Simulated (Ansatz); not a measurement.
# C₄H₈N₂: one species, many methods

Aim: compute C₄H₈N₂ with functionals from several rungs and with coupled cluster. The yardstick is the atomisation energy at the CCSD(T) limit.

Method: functionals in def2-TZVPP, the program's frozen cores in correlated methods; program: Ansatz 0.2.0, Gaussian basis.

Levels to be run: PBE-D4, r2SCAN-D4, PBE0-D4, B3LYP-D4, ωB97X-V, ωB97M-V, B2PLYP; CCSD(T)/def2-TZVPP; MP2/def2-QZVPP; extrapolation to the limit.

**1. The geometry**

All runs share one geometry, relaxed beforehand with PBE0-D4 in a triple-zeta def2 set.

SMILES `CNCC=C=N`, 14 atoms, charge 0, spin multiplicity 1.

Atoms are counted from 1 here; the program's logs count them from 0.

Bond lengths: C1–N2 1.446 Å, C1–H7 1.092 Å, C1–H8 1.094 Å, C1–H9 1.101 Å, N2–C3 1.449 Å, N2–H10 1.012 Å, C3–C4 1.514 Å, C3–H11 1.094 Å, C3–H12 1.094 Å, C4–C5 1.306 Å, C4–H13 1.085 Å, C5–N6 1.221 Å, N6–H14 1.018 Å. Angles: N2–C1–H7 109.5°, N2–C1–H8 109.2°, N2–C1–H9 114.3°, H7–C1–H8 107.5°, H7–C1–H9 108.4°, H8–C1–H9 107.7°, C1–N2–C3 114.2°, C1–N2–H10 110.2°, C3–N2–H10 110.0°, N2–C3–C4 116.1°, N2–C3–H11 108.0°, N2–C3–H12 107.9°, C4–C3–H11 109.1°, C4–C3–H12 108.7°, H11–C3–H12 106.7°, C3–C4–C5 123.2°, C3–C4–H13 119.2°, C5–C4–H13 117.7° and more.

**2. PBE-D4 (GGA)**

Contents of in.yaml:

```yaml
crystal:
  periodic: [false, false, false]
  atoms:
    - {symbol: C, position_ang: [-0.207752, -0.563294, 1.648500]}
    - {symbol: N, position_ang: [0.946909, -0.893547, 0.843597]}
    - {symbol: C, position_ang: [0.747493, -0.715438, -0.580411]}
    - {symbol: C, position_ang: [0.466833, 0.699135, -1.040630]}
    - {symbol: C, position_ang: [-0.712293, 1.102441, -1.432025]}
    - {symbol: N, position_ang: [-1.786753, 1.420559, -1.915771]}
    - {symbol: H, position_ang: [0.033511, -0.699373, 2.704277]}
    - {symbol: H, position_ang: [-1.024482, -1.249791, 1.406112]}
    - {symbol: H, position_ang: [-0.580196, 0.462837, 1.506860]}
    - {symbol: H, position_ang: [1.750701, -0.359896, 1.149713]}
    - {symbol: H, position_ang: [-0.077360, -1.363227, -0.890209]}
    - {symbol: H, position_ang: [1.642634, -1.079522, -1.092870]}
    - {symbol: H, position_ang: [1.267435, 1.431386, -1.017095]}
    - {symbol: H, position_ang: [-2.479779, 1.778733, -1.261349]}
basis:
  gaussian: {orbitals: def2-TZVPP}
hamiltonian: {xc: pbe, dispersion: d4}
output: {forces: true, orbitals: {seedname: orbitals}}
```

Started as:

```sh
$ ansatz run in.yaml --threads 4 --pin off --events-out ev --progress --plain --max-ram 10444MiB
```

The runs that follow: r2SCAN-D4 (meta-GGA); PBE0-D4 (hybrid); B3LYP-D4 (hybrid); ωB97X-V (range-separated); ωB97M-V (range-separated); B2PLYP (double hybrid); CCSD(T) in def2-TZVPP; MP2 in def2-QZVPP.

Q: Predict the results of all the runs planned. Wanted: atomisation energy, CCSD(T)/CBS; farthest; mean size of error, hybrid; mean size of error, range-separated; gap, smallest and largest; T1 diagnostic; triples share of the correlation energy.

As calculated:

| quantity | value |
| --- | --- |
| atomisation energy, CCSD(T)/CBS | 57.871 eV |
| functionals within 0.289 eV (0.5 %) | r2SCAN-D4, B2PLYP |
| farthest | PBE-D4 (+2.273 eV) |
| mean size of error, hybrid | 0.673 eV |
| mean size of error, range-separated | 0.382 eV |
| gap, smallest and largest | 3.96 eV (PBE-D4), 10.98 eV (ωB97X-V) |
| T1 diagnostic | 0.0125 |
| triples share of the correlation energy | 4.3 % |

**Reading.** PBE-D4 misses by +2.273 eV. Double hybrids carry the basis error of their MP2 part in triple zeta, and no dispersion term here, so their miss is partly the set-up's. Misses under about 0.289 eV are within the doubt on the reference itself, which lacks core-valence correlation, relativity and higher excitations. Hartree-Fock recovers 70 % of the binding; the rest is correlation. Orbital gaps span 4.0 to 11.0 eV; exact exchange widens them.
